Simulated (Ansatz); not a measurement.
# C5H10: the cost of one run

Computed with Ansatz 0.2.0, Gaussian basis. Level: the settings change from run to run.

## (1) The geometry

An earlier PBE0-D4 in a triple-zeta def2 set relaxation fixed the geometry.

SMILES `C/C=C\CC`, 15 atoms, charge 0, spin multiplicity 1.

Atoms are counted from 1 here; the program's logs count them from 0.

Bond lengths: C1–C2 1.491 Å, C1–H6 1.095 Å, C1–H7 1.095 Å, C1–H8 1.090 Å, C2–C3 1.330 Å, C2–H9 1.088 Å, C3–C4 1.493 Å, C3–H10 1.089 Å, C4–C5 1.525 Å, C4–H11 1.092 Å, C4–H12 1.097 Å, C5–H13 1.093 Å, C5–H14 1.093 Å, C5–H15 1.093 Å. Angles: C2–C1–H6 110.7°, C2–C1–H7 110.7°, C2–C1–H8 112.9°, H6–C1–H7 106.5°, H6–C1–H8 107.8°, H7–C1–H8 107.9°, C1–C2–C3 127.6°, C1–C2–H9 115.2°, C3–C2–H9 117.2°, C2–C3–C4 127.9°, C2–C3–H10 117.3°, C4–C3–H10 114.8°, C3–C4–C5 112.1°, C3–C4–H11 110.9°, C3–C4–H12 108.8°, C5–C4–H11 109.7°, C5–C4–H12 108.8°, H11–C4–H12 106.2° and more.

## (2) revPBE0/aug-cc-pVTZ

Set apart from the defaults: charge -1, multiplicity 2.

in.yaml reads:

```yaml
crystal:
  periodic: [false, false, false]
  atoms:
    - {symbol: C, position_ang: [-1.144054, 0.338622, 1.823486]}
    - {symbol: C, position_ang: [0.267105, 0.564963, 1.397829]}
    - {symbol: C, position_ang: [0.874641, 0.089116, 0.314299]}
    - {symbol: C, position_ang: [0.295474, -0.775953, -0.756188]}
    - {symbol: C, position_ang: [0.329233, -0.099331, -2.122695]}
    - {symbol: H, position_ang: [-1.180121, -0.157547, 2.798913]}
    - {symbol: H, position_ang: [-1.670045, 1.291583, 1.940186]}
    - {symbol: H, position_ang: [-1.707964, -0.271087, 1.117508]}
    - {symbol: H, position_ang: [0.855633, 1.193635, 2.062801]}
    - {symbol: H, position_ang: [1.916952, 0.366888, 0.163927]}
    - {symbol: H, position_ang: [-0.729416, -1.065030, -0.512806]}
    - {symbol: H, position_ang: [0.872155, -1.707727, -0.807928]}
    - {symbol: H, position_ang: [1.349246, 0.185443, -2.394565]}
    - {symbol: H, position_ang: [-0.051380, -0.762830, -2.902840]}
    - {symbol: H, position_ang: [-0.277450, 0.809262, -2.121917]}
basis:
  gaussian: {orbitals: aug-cc-pVTZ}
total_charge: -1
magnetization: {spin_polarized: true, initial_magnetization: 1}
hamiltonian: {xc: {name: revPBE0}}
output: {forces: true}
```

Launch:

```bash
$ ansatz run in.yaml --threads 4 --pin off --events-out ev --progress --plain --max-ram 10444MiB
```

What time and memory should one allow on 4 threads of Intel Xeon Platinum 8175M at 2.50GHz, shared host?

About 5.5 min, with a peak of 4.3 GiB.
